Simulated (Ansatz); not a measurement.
Input file:

```yaml
crystal:
  periodic: [false, false, false]
  atoms:
    - {symbol: C, position_ang: [0.041581, -1.140469, -0.226359]}
    - {symbol: Si, position_ang: [0.037251, 0.176331, 1.170006]}
    - {symbol: Si, position_ang: [-0.018437, 0.297812, -1.145826]}
    - {symbol: H, position_ang: [-1.019722, 0.378305, 2.023574]}
basis:
  gaussian: {orbitals: 6-31G}
magnetization: {spin_polarized: true, initial_magnetization: 3}
hamiltonian: {xc: {name: PBE0}}
correlation: {method: ccsd_t, electrons: outside_noble_gas, diis_vectors: 1}
output: {forces: true}
```

```sh
$ ansatz run in.yaml --threads 1 --pin off --events-out ev --progress --plain --max-ram 2393MiB
```

**Question.** Roughly how long does this take on 1 thread of Arm Neoverse V1, shared host, and how much host memory?

**Answer.** 7.5 s wall and 0.19 GiB.

```
439 factors; integrals over basis functions are off by at most 1.6e-4 eV
mean field evaluation 1: about -16785.3960 eV, gradient 3.0e1 eV
mean field evaluation 2: about -16785.4693 eV, gradient 3.0e1 eV
mean field evaluation 4: about -16790.7698 eV, gradient 5.5e0 eV
mean field evaluation 8: about -16791.0927 eV, gradient 3.1e-1 eV
mean field evaluation 16: about -16791.0962 eV, gradient 2.9e-3 eV
mean field evaluation 32: about -16791.0942 eV, gradient 2.5e-1 eV
mean field -16791.09620643 eV, -617.0614041724 hartree, gradient 2.1e-6 eV, S^2 3.767337; 6 other end points of the search recorded, 0 dependent functions left out
11 core orbitals not correlated: weight in the atoms' cores, before any rotation towards them, 1.000 or more for the frozen orbitals, at most 0.000 for the correlated occupied ones
reference -16761.12570404 eV, -615.9600085244 hartree; 8, 5 occupied and 18, 21 virtual orbitals, 439 factors
second order -5.03444073 eV of doubles, -0.21360163 eV of singles
cycle   1  -5.10666518 eV  change    1.4e-1 eV  update   9.8e-2
cycle   2  -5.38533647 eV  change   -2.8e-1 eV  update   3.6e-2
cycle   3  -5.41921353 eV  change   -3.4e-2 eV  update   1.9e-2
cycle   4  -5.48014013 eV  change   -6.1e-2 eV  update   1.2e-2
...
cycle  21  -5.49048199 eV  change    6.9e-6 eV  update   9.7e-6
cycle  22  -5.49049023 eV  change   -8.2e-6 eV  update   6.9e-6
cycle  23  -5.49048744 eV  change    2.8e-6 eV  update   4.7e-6
cycle  24  -5.49049159 eV  change   -4.2e-6 eV  update   3.4e-6
cycle  25  -5.49049011 eV  change    1.5e-6 eV  update   2.2e-6
cycle  26  -5.49049184 eV  change   -1.7e-6 eV  update   1.5e-6
cycle  27  -5.49049127 eV  change    5.7e-7 eV  update   1.0e-6
cycle  28  -5.49049198 eV  change   -7.1e-7 eV  update   7.6e-7
cycle  29  -5.49049168 eV  change    3.0e-7 eV  update   5.4e-7
cycle  30  -5.49049202 eV  change   -3.4e-7 eV  update   4.0e-7
perturbative correction -0.29859575 eV, -0.0109731913 hartree
the calculation of the forces begins
Total energy: -16766.91479181 eV, -616.1727535760 hartree
Atom 0 at     0.041581    -1.140469    -0.226359 Å, force    -0.023174    -3.319068     0.415823 eV/Å
Atom 1 at     0.037251     0.176331     1.170006 Å, force     2.949765     0.583590     0.475933 eV/Å
Atom 2 at    -0.018437     0.297812    -1.145826 Å, force    -0.165010     2.355374    -2.883359 eV/Å
Atom 3 at    -1.019722     0.378305     2.023574 Å, force    -2.761581     0.380104     1.991604 eV/Å
Dipole moment:    -0.106078     0.249399    -0.070577 e Å
```

Forces (eV/Å):
```
C   -0.023 -3.319  0.416
Si   2.950  0.584  0.476
Si  -0.165  2.355 -2.883
H   -2.762  0.380  1.992
```
